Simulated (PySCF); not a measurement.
# First-order multiplets

Geometry:
| atom | x (Å) | y (Å) | z (Å) |
| --- | --- | --- | --- |
| C1 | 2.491 | 0.900 | 0.328 |
| C2 | 1.633 | -0.048 | -0.050 |
| C3 | 0.269 | -0.263 | 0.525 |
| C4 | -0.851 | -0.112 | -0.506 |
| C5 | -2.234 | -0.353 | 0.076 |
| H6 | 2.245 | 1.605 | 1.129 |
| H7 | 3.472 | 1.007 | -0.144 |
| H8 | 1.924 | -0.731 | -0.859 |
| H9 | 0.103 | 0.437 | 1.361 |
| H10 | 0.214 | -1.280 | 0.956 |
| H11 | -0.796 | 0.899 | -0.944 |
| H12 | -0.671 | -0.811 | -1.341 |
| H13 | -2.454 | 0.354 | 0.892 |
| H14 | -3.020 | -0.236 | -0.685 |
| H15 | -2.322 | -1.370 | 0.491 |

PySCF 2.14 calculation with spin–spin couplings from B3LYP/pcJ-1 (without the spin–dipole term), NMR shieldings at PBE0/pcSseg-1/GIAO and geometry: PBE0-D3(BJ)/def2-SVP; single conformer, rapidly exchanging positions averaged, no solvent model, no relativistic terms.

Referencing at the same level of theory: 1H against TMS.

Spectrometer: 600 MHz for 1H. First-order analysis; couplings under 1 Hz (under 4 Hz in carbon signals) are ignored, and nearly equal couplings are merged; the smaller ones broaden or split the lines further.

**Question.** What pattern does H9/H10 show (1H)?

**Answer.** A quartet of triplets at δ 1.88: 8.1 Hz to H8 and H11/H12 (3 × 1H, 3 bonds away), 1.6 Hz to H6 and H7 (2 × 1H, 4 bonds away). Lines in Hz from the centre (relative intensity): +13.8 (1), +12.2 (2), +10.6 (1), +5.7 (3), +4.0 (6), +2.5 (3), -2.5 (3), -4.0 (6), -5.7 (3), -10.6 (1), -12.2 (2), -13.8 (1). The outer lines are 27.5 Hz apart, the sum of the couplings kept, or 0.046 ppm at this field.

**Question.** What pattern does H11/H12 show (1H)?

**Answer.** A sextet at δ 1.22: 8.1 Hz to H13/H14/H15 and H9/H10 (5 × 1H, 3 bonds away). Lines in Hz from the centre (relative intensity): +20.2 (1), +12.2 (5), +4.0 (10), -4.0 (10), -12.2 (5), -20.2 (1). The outer lines are 40.5 Hz apart, the sum of the couplings kept, or 0.068 ppm at this field.

**Question.** What pattern does H7 show (1H)?

**Answer.** A doublet of doublets of triplets at δ 5.21: 11.2 Hz to H8 (1 × 1H, 3 bonds away), 2.4 Hz to H6 (1 × 1H, 2 bonds away), 1.4 Hz to H9/H10 (2 × 1H, 4 bonds away). Lines in Hz from the centre (relative intensity): +8.2 (1), +6.8 (2), +5.8 (1), +5.4 (1), +4.4 (2), +3.0 (1), -3.0 (1), -4.4 (2), -5.4 (1), -5.8 (1), -6.8 (2), -8.2 (1). The outer lines are 16.4 Hz apart, the sum of the couplings kept, or 0.027 ppm at this field.

**Question.** What pattern does H8 show (1H)?

**Answer.** A doublet of doublets of triplets at δ 6.03: 17.9 Hz to H6 (1 × 1H, 3 bonds away), 11.2 Hz to H7 (1 × 1H, 3 bonds away), 8.4 Hz to H9/H10 (2 × 1H, 3 bonds away). Lines in Hz from the centre (relative intensity): +22.9 (1), +14.6 (2), +11.8 (1), +6.2 (1), +5.0 (1), +3.4 (2), -3.4 (2), -5.0 (1), -6.2 (1), -11.8 (1), -14.6 (2), -22.9 (1). The outer lines are 45.9 Hz apart, the sum of the couplings kept, or 0.076 ppm at this field.

Unscaled 3J(H,H) at this level run about 9 % above measured values. Couplings across =CH–CH2 type bonds come from one rotamer and its mirror image, and can be 1–2 Hz further off. Chain 3J(H,H) values assume equally populated staggered rotamers: (2 J gauche + J anti)/3.
